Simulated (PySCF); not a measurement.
Bond curve of OH⁺

Set-up: H def2-TZVP, O def2-TZVP; no relativity (PySCF 2.14). Energies in eV from H⁺ + O in their ground configurations at the same level. State: ³Σ⁻ (triplet), unpaired electrons π ↑↑.

```json
{"R (Å)": "0.891", "PBE0": "-4.699"}
{"R (Å)": "0.932", "PBE0": "-4.965"}
{"R (Å)": "0.974", "PBE0": "-5.117"}
{"R (Å)": "1.005", "PBE0": "-5.173"}
{"R (Å)": "1.036", "PBE0": "-5.190"}
{"R (Å)": "1.067", "PBE0": "-5.174"}
{"R (Å)": "1.109", "PBE0": "-5.113"}
{"R (Å)": "1.160", "PBE0": "-4.990"}
{"R (Å)": "1.222", "PBE0": "-4.795"}
{"R (Å)": "1.305", "PBE0": "-4.491"}
```

Question: Put a parabola through the three lowest points of the PBE0 curve and estimate Re, k and ωe (reduced mass 0.9481 u; 1 eV/Å² = 0.16022 mdyn/Å; ωe = 1302.8·√(k/μ) cm⁻¹).

Answer: Through R = 1.005, 1.036, 1.067 Å the second-order coefficient is 17.2 eV/Å², so Re ≈ 1.036 Å, k ≈ 5.50 mdyn/Å and ωe ≈ 3138 cm⁻¹. A polynomial fit of higher order to the unrounded PBE0 energies gives Re = 1.035 Å, k = 5.37 mdyn/Å, ωe = 3100 cm⁻¹; anharmonicity and rounding make the difference.

The higher-order fit for each curve: PBE0: Re = 1.035 Å, ωe = 3100 cm⁻¹, De = 5.19 eV.

For an ion De counts to the pair picked by the measured ionisation energies or electron affinities, which need not be the lowest pair at this level. The state was picked by a PBE0 search and need not be the measured ground state.
